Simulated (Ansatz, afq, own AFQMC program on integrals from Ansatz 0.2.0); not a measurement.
# AlGe, quartet in 6-31G, levels against full CI

```xyz
2

Ge    0.0000    0.0000    0.0000
Al    0.0000    0.0000    2.4464
```

Basis 6-31G. Noble-gas cores (and the filled d shells of Ga–Kr and In–Xe) are frozen. AFQMC by an in-house program on the Cholesky factors that Ansatz 0.2.0 writes for its CCSD(T) run. The CISD trial takes its coefficients from CCSD amplitudes. Released means that phaseless walkers are propagated on without the constraint, phases kept. Error bars are statistical, one sigma. No spin–orbit coupling.

Determinant: UHF, the one that the program's search chose, which needn't be the lowest solution. The geometry is a PBE0/def2-TZVP stationary point of this or a neighbouring charge and spin state.

Full CI on the same integrals is exact in this basis and with this determinant's frozen core.

Cautions: no relativity below Rb; no spin-orbit coupling; inner d shell frozen; raised T1 diagnostic (T1 0.045, weight of the determinant 0.88, largest double 0.10); the released energies are still falling, so no released level is given (meV from the phaseless value at times in 1/Eh: -2.1 ± 1.7 at 0.24, -3.7 ± 1.6 at 0.51, -4.9 ± 1.4 at 0.99, -8.8 ± 1.2 at 1.62, -9.7 ± 1.0 at 2.40).

```
T1 diagnostic                               : 0.0449
weight of the determinant in the CISD state : 0.877
⟨S²⟩ of the determinant                     : 3.771
size of the correlated space                : 7 electrons in 23 orbitals
```

```json
{"level": "MP2", "correlation energy (eV)": "-1.3475"}
{"level": "CCSD", "correlation energy (eV)": "-1.9609"}
{"level": "CCSD(T)", "correlation energy (eV)": "-2.0211"}
```

**Question.** Estimate where full CI lies against CCSD(T) on the same integrals.

**Answer.** 25.9 meV below CCSD(T).

Reference: full CI, correlation energy -2.047 eV.

```json
{"level": "CCSD(T)", "E − E(reference) (meV)": "25.9", "share of correlation (%)": "98.74"}
{"level": "CCSDT", "E − E(reference) (meV)": "5.9", "share of correlation (%)": "99.71"}
{"level": "CCSDT(Q)", "E − E(reference) (meV)": "0.7", "share of correlation (%)": "99.97"}
{"level": "CCSDTQ", "E − E(reference) (meV)": "0.2", "share of correlation (%)": "99.99"}
{"level": "ph-AFQMC/CISD", "E − E(reference) (meV)": "12.8 ± 1.6", "share of correlation (%)": "99.38"}
```

CCSDT and higher add their correlation energy to the determinant of the CCSD(T) run, since their own runs factorise the integrals more tightly (a shift of under 2 meV). A walk keeps the symmetry of its determinant, which the program's search chose and which needn't be the lowest solution, so a lower state of the same spin and another symmetry isn't excluded.
